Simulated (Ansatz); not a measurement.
## Zone-centre TO phonon frequency of some III–V compounds

Method: PBE (PAW; Ansatz, a program for electronic structure). References are measured values at room or unstated temperature, uncorrected, so that the deviations hold thermal and zero-point effects besides the level's error.

Values in cm⁻¹.

| solid | reference | PBE | deviation (%) |
|---|---|---|---|
| cubic BN | 1055† | 1027 | -2.7 |
| zinc-blende AlAs | 361† | 345 | -4.4 |
| zinc-blende GaP | 366† | 345 | -5.7 |
| zinc-blende InP | 307† | 284 | -7.5 |
| zinc-blende GaAs | 271 | 252 | -7.0 |
| zinc-blende BP | 794† | 800 | +0.8 |

Over these 6 solids the mean deviation is -4.4 %, the mean absolute deviation 4.7 % (median 5.1 %), and the worst case zinc-blende InP at -7.5 % (its reference is marked and can be at fault); the value is below the reference in 5 of 6 cases.

Spin–orbit coupling is left out, also for the solids with elements from indium on (zinc-blende InP); its size isn't shown.

† marks references with one source in our tables, § those from which another value on file, of any temperature, differs by over 15 %.

Differences are worked out from the printed values.

Each level is taken at its own relaxed cell. Ansatz's density-functional and Hartree–Fock values are scalar-relativistic unless marked +SOC, with PAW data made under PBE.

Not in this set, of the III–V compounds with a reference value in our tables and a result at some level: 3 for a doubt noted on the run at PBE (zinc-blende GaSb, zinc-blende InAs, zinc-blende InSb). These can be a level's worst cases. At least 1 more with a reference value is held back for tests. Layered and molecular crystals are counted apart.

References as tabulated in Han and Bester (2011), arXiv:1107.0196; Ioffe Institute, NSM Archive: BN, mechanic properties page; Giannozzi et al., Phys. Rev. B (1991); Ioffe Institute, NSM Archive: InP, mechanic properties page and others.
